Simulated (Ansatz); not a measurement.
Mulliken charges of CH3FSi (`C[Si]F`) from PBE/def2-TZVPP in Ansatz (PBE0-D4/def2-TZVP geometry).

```json
{"atom": "C1", "x (Å)": "-0.333", "y (Å)": "0.388", "z (Å)": "-0.176", "charge (e)": "-0.345"}
{"atom": "Si2", "x (Å)": "0.467", "y (Å)": "-0.578", "z (Å)": "1.233", "charge (e)": "0.313"}
{"atom": "F3", "x (Å)": "1.361", "y (Å)": "-1.594", "z (Å)": "0.341", "charge (e)": "-0.262"}
{"atom": "H4", "x (Å)": "-1.017", "y (Å)": "1.162", "z (Å)": "0.179", "charge (e)": "0.095"}
{"atom": "H5", "x (Å)": "0.446", "y (Å)": "0.857", "z (Å)": "-0.790", "charge (e)": "0.099"}
{"atom": "H6", "x (Å)": "-0.882", "y (Å)": "-0.298", "z (Å)": "-0.833", "charge (e)": "0.099"}
```

By hand: the dipole of these point charges (1 e Å = 4.8032 D).

Σ q r = (-0.235, 0.269, 0.214) e Å, of length 0.416 e Å = 2.00 D.

How does the dipole of the full density compare? (Estimate.)

The calculation gave: (-0.191, 0.225, -0.104) e Å, 1.50 D; the point charges give 1.33 times that, at 50° from its direction.

Point charges leave out the atoms' own dipoles, such as those of lone pairs, and Mulliken's split depends on the basis, so the two needn't agree.
